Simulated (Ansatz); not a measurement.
# AlH3F (doublet): wave-function methods side by side at distance Al1–H4 along a hydrogen transfer = 1.723 Å, cc-pVDZ

An exercise on one series of results from a longer session: the logs are not shown, and one member is left open.

The runs use Ansatz 0.2.0, Gaussian basis; cc-pVDZ, core rule «outside noble gas», up to 6 orbitals frozen.

Plan: UHF; CCSD(T) on ROHF; CCSD(T) on UHF; BCCD(T) on ROHF; CISD; CCSDT(Q) on ROHF; CCSDT(Q) on UHF; CASSCF and MRCISD+Q, 3 electrons in 3 orbitals; CASSCF and NEVPT2, 3 electrons in 3 orbitals.

19 further runs of the same task are left out: 9 for a known fault of the program, 8 that didn't finish, 2 set aside as unsound or not needed.

## The system

The geometry derives from fragments relaxed apart (PBE0/def2-TZVP) and kept rigid, so it is no stationary point. A hydrogen atom is moved between rigid fragments.

5 atoms, charge 0, spin multiplicity 2.

Atoms are counted from 1 here; the program's logs count them from 0.

Bond lengths: Al1–H2 1.586 Å, Al1–H3 1.586 Å, Al1–H4 1.723 Å, H4–F5 1.083 Å. Angles: H2–Al1–H3 120.0°, H2–Al1–H4 120.0°, H3–Al1–H4 120.0°, Al1–H4–F5 180.0°.

The first run:

in.yaml

```yaml
crystal:
  periodic: [false, false, false]
  atoms:
    - {symbol: Al, position_ang: [-1.090687, 0.000000, 0.000000]}
    - {symbol: H, position_ang: [-1.883611, 1.373384, 0.000000]}
    - {symbol: H, position_ang: [-1.883611, -1.373384, 0.000000]}
    - {symbol: H, position_ang: [0.632313, 0.000000, 0.000000]}
    - {symbol: F, position_ang: [1.715313, 0.000000, 0.000000]}
basis:
  gaussian: {orbitals: cc-pVDZ}
magnetization: {spin_polarized: true, initial_magnetization: 1}
hamiltonian: {xc: hf}
output: {orbitals: {seedname: orbitals}}
```

Command:

```console
> ansatz run in.yaml --threads 1 --pin off --events-out ev --progress --plain --max-ram 2393MiB
```

Among the steps run: UHF; CCSD(T) on ROHF; CCSD(T) on UHF; BCCD(T) on ROHF; CISD; CCSDT(Q) on ROHF; CCSDT(Q) on UHF; CASSCF and MRCISD+Q, 3 electrons in 3 orbitals; CASSCF and NEVPT2, 3 electrons in 3 orbitals.

One table of the session follows, with a row left open; its other results are not shown here.

| method | from UCCSDT(Q) (meV) |
| --- | --- |
| ROHF | +8252.5 |
| UHF | +8114.8 |
| RMP2 | +770.2 |
| UMP2 | +831.4 |
| CISD | +734.5 |
| RCCSD | +156.0 |
| UCCSD | +150.8 |
| RCCSD(T) | +34.5 |
| UCCSD(T) | +34.9 |
| BCCD(T) | +33.1 |
| RCCSDT | +16.1 |
| UCCSDT | +15.6 |
| RCCSDT(Q) | ? |
| UCCSDT(Q) | 0 |
| CASSCF pair | +7526.5 |
| MRCISD pair | +634.3 |
| MRCISD+Q pair | +95.1 |

Estimate the missing values for RCCSDT(Q).

The run gave: from UCCSDT(Q) (meV): +1.1. In the column «from UCCSDT(Q) (meV)» it lies between UCCSDT(Q) (0) and UCCSDT (+15.6).

Not comparable, so not listed: CASSCF and NEVPT2, 3 electrons in 3 orbitals (they don't share determinant, frozen orbitals or solution with the rows shown, or repeat one).

To keep in mind: Restricted and unrestricted rows rest on different reference determinants; where their highest levels disagree by more than a few hundredths of an eV, they describe different states and don't form one ladder. Warnings in the runs' records: passed over end.
